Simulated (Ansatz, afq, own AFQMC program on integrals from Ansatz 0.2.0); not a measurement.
**BSiH$_{2}$, doublet in cc-pVDZ, levels against CCSDT(Q)**

```yaml
atoms:
  - { symbol: Si, position_ang: [0.0000, 0.0000, 0.7031] }
  - { symbol: B, position_ang: [0.0000, 0.0000, -1.4301] }
  - { symbol: H, position_ang: [0.0000, -1.1366, -2.1257] }
  - { symbol: H, position_ang: [0.0000, 1.1366, -2.1257] }
```

Connectivity, by distances: Si–BH2.

Basis cc-pVDZ. Only valence electrons are correlated. Ansatz 0.2.0 and our own AFQMC program on the same integrals; the CISD trial comes from CCSD amplitudes, and released means the phaseless constraint is let go. Uncertainties: one standard error, sampling alone.

Determinant: UHF, the one that the program's search chose, which needn't be the lowest solution. The geometry is a point of a scan.

No full CI on the walks' own integrals is used here; CCSDT(Q) serves as the reference and is uncertain by about the last step of the cluster series.

Cautions: an unrestricted solution with more broken spin lies lower (6 meV, ⟨S²⟩ 0.88).

```
T1 diagnostic                               : 0.0271
weight of the determinant in the CISD state : 0.865
⟨S²⟩ of the determinant                     : 0.762
size of the correlated space                : 9 electrons in 36 orbitals
```

```csv
level,correlation energy (eV)
MP2,-3.9328
CCSD,-5.0199
CCSD(T),-5.1738
```

Task: Estimate where AFQMC with the constraint released lies against CCSD(T) on the same integrals.

Result: 1.57 ± 0.63 mEh below CCSD(T).

Reference: CCSDT(Q), correlation energy -5.220 eV. The released energy is read at 2.40 1/Eh (meV from the phaseless value at times in 1/Eh: -5 ± 10 at 0.24, -20 ± 11 at 0.51, -28 ± 12 at 0.99, -35 ± 12 at 1.62, -38 ± 17 at 2.40).

```
         level  E − E(reference) (mEh)  share of correlation (%)
       CCSD(T)                    1.70                     99.11
         CCSDT                    0.30                     99.85
   ph-AFQMC/HF             2.11 ± 1.82                     98.90
 ph-AFQMC/CISD             1.53 ± 0.33                     99.20
released AFQMC             0.13 ± 0.63                     99.93
```

A walk keeps the symmetry of its determinant, which the program's search chose and which needn't be the lowest solution, so a lower state of the same spin and another symmetry isn't excluded. Released energies are given only where the last usable release times agree within the noise; a slower fall can still hide under it.
